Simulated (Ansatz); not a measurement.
Born–Oppenheimer molecular dynamics of C$_{2}$H$_{4}$ClN (8 atoms, charge 0, multiplicity 1). It starts from a relaxed structure.

Theory: RKS B3LYP-D4/def2-SVP in Ansatz.

```json
{
 "ensemble": "NVT, Langevin thermostat",
 "time step": "0.5 fs",
 "steps asked": "100",
 "set temperature": "1000 K",
 "friction": "0.01 /fs",
 "seed": "855979"
}
```

First frame:

```xyz
8
Properties=species:S:1:pos:R:3
C 0.027 1.066 0.248
N 0.359 -0.309 0.547
C 0.015 -1.204 -0.255
Cl 0.377 -2.892 0.028
H -0.522 1.206 -0.704
H -0.581 1.477 1.070
H 0.954 1.662 0.212
H -0.537 -1.062 -1.202
```

Task: How far do the bonds stretch over the last three quarters of this one trajectory? (Pairs bonded in most of those frames.)

Result: 
| bond | mean (Å) | spread (Å) | shortest | longest |
| --- | --- | --- | --- | --- |
| C1–N2 | 1.464 | 0.042 | 1.39 | 1.53 |
| C1–H5 | 1.112 | 0.012 | 1.08 | 1.13 |
| C1–H6 | 1.110 | 0.030 | 1.06 | 1.16 |
| C1–H7 | 1.103 | 0.032 | 1.05 | 1.15 |
| N2–C3 | 1.258 | 0.031 | 1.20 | 1.31 |
| C3–Cl4 | 1.734 | 0.024 | 1.71 | 1.77 |
| C3–H8 | 1.110 | 0.045 | 1.04 | 1.20 |

Mean temperature of the second half: 449 K. The mean temperature of the second half is 55 % below the set value. A run of 0.05 ps of so small a system gives no equilibrium averages.

Run time: 3.9 min on 1 thread of Arm Neoverse V2 (shared host), peak memory 0.15 GiB.
